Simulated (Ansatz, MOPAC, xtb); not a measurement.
# LiH (SMILES [LiH]): the harmonic wavenumber, rung by rung

LiH, singlet, SMILES `[LiH]`. Each level relaxes the structure for itself.

Quantity: the harmonic wavenumber, in cm⁻¹. The values are calculated.

Measured value to compare with: Huber and Herzberg, Constants of Diatomic Molecules gives the harmonic wavenumber of the gas as 1406 cm⁻¹.

```csv
level,kind,program,value (cm⁻¹),computed − measured
AM1,semi-empirical,MOPAC,1897,+491
GFN2-xTB,semi-empirical,xtb,1440,+34
MNDO,semi-empirical,MOPAC,1408,+2
PM6-DH+,semi-empirical,MOPAC,2002,+596
SVWN5/def2-TZVP,LDA,Ansatz,1379,-27
PBE-D3(BJ)/def2-TZVP,GGA,Ansatz,1380,-26
r2SCAN/def2-TZVP,meta-GGA,Ansatz,1395,-11
B3LYP-D4/def2-TZVP,global hybrid,Ansatz,1423,+17
wB97X-V/def2-TZVP,range-separated hybrid,Ansatz,1432,+26
CCSD(T)/def2-TZVP,coupled cluster or CI,Ansatz,1414,+8
```

Nearest: MNDO (+2 cm⁻¹); farthest: PM6-DH+ (+596 cm⁻¹). Computed less measured by kind, in cm⁻¹ (def2-TZVP rows): semi-empirical +2 to +596; LDA -27; GGA -26; meta-GGA -11; global hybrid +17; range-separated hybrid +26; coupled cluster or CI +8. Harmonic and unscaled.
